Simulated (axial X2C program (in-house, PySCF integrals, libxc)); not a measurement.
## Spin–orbit effects along a row: molecules with Li (ions), HF

All values come from calculations with an in-house relativistic program for diatomic molecules, spin-free (one-electron X2C) or two-component (2c: spin–orbit coupling with atomic mean-field Coulomb and Gaunt terms, which also bring small scalar terms), in Dyall basis sets with cores contracted in-house; open shells are unrestricted.

Basis sets: Al dyall-v3z, Li dyall-cv3z, Mg dyall-cv3z, Na dyall-cv3z, P dyall-v3z, S dyall-av3z, Si dyall-v3z.

```csv
molecule,spin-free state,Re (Å),ωe (cm⁻¹),De (eV),2c state,Re 2c (Å),ωe 2c (cm⁻¹),De 2c (eV)
LiNa⁺,"M_S = 1/2, Λ = 0",3.440,186.4,0.93,Ω = 1/2,3.440,186.4,0.93
LiMg⁺,"M_S = 0, Λ = 0",2.960,256.9,0.79,Ω = 0,2.960,256.8,0.79
LiAl⁺,"M_S = 1/2, Λ = 0",3.066,230.1,1.22,Ω = 1/2,3.066,230.1,1.22
LiSi⁺,"M_S = 1, Λ = 1",2.799,263.7,0.65,Ω = 2,2.799,263.6,0.64
LiP⁺,"M_S = 3/2, Λ = 0",2.689,243.2,0.38,Ω = 3/2,2.689,243.2,0.38
LiS⁺,"M_S = 1, Λ = 0",2.485,340.1,0.79,Ω = 1,2.485,339.9,0.79
```

Fragments in 2c: Na+ + Li, Mg + Li+, Al + Li+, Si + Li+, P + Li+, S + Li+. Each entry is the lowest single determinant of a limited PBE0 search at one distance. De goes to single-determinant-based atoms at the same level (for ions the charge split of lowest energy) and is withheld (n/a) where an atom does not fit its ground term or J level. Main or longest-lived isotopes. One determinant is a doubtful description, or other states lie close, for LiSi⁺, LiP⁺, LiS⁺; these need not be ground states, and all values refer to the states named. Some open-shell Ω = 0 determinants are out of reach, so the Ω given for LiSi⁺, LiS⁺ need not be the lowest component. With several unpaired electrons the Ω given is that of one determinant, not necessarily of the lowest component. Some light 2c atoms are not at their ground J level, so De misses part of their lowering (0.04 eV or less). Where the atoms have a lower orbital projection than the molecule, De at mean-field level may be about a tenth of an eV too small.
